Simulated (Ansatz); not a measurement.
## Ansatz (development build ahead of 0.2.0) run

```yaml
crystal:
  periodic: [false, false, false]
  atoms:
    - { symbol: Si, position_ang: [-0.00268, -0.00422, -1.16458] }
    - { symbol: Si, position_ang: [0.00844, -0.0051, 1.17491] }
    - { symbol: H, position_ang: [-0.00885, -1.40817, -1.68905] }
    - { symbol: H, position_ang: [-1.22169, 0.69493, -1.68585] }
    - { symbol: H, position_ang: [1.22247, 0.69862, -1.68326] }
    - { symbol: H, position_ang: [-0.00298, 1.41038, 1.69641] }
    - { symbol: H, position_ang: [-1.20716, -0.70574, 1.69352] }
    - { symbol: H, position_ang: [1.20722, -0.69627, 1.68894] }
basis:
  gaussian: { orbitals: STO-3G }
hamiltonian:
  xc: hf
correlation:
  method: mp2
  frozen_orbitals: { H: 0, Si: 5 }
```

The input is written out in the form of the current development build from the run's settings.

Results

```
Converged                       : yes
Reference energy                : -574.68901 hartree
Correlation energy              : -0.08470 hartree
Total energy                    : -574.77371 hartree
Spin squared of the determinant : 0.000
```
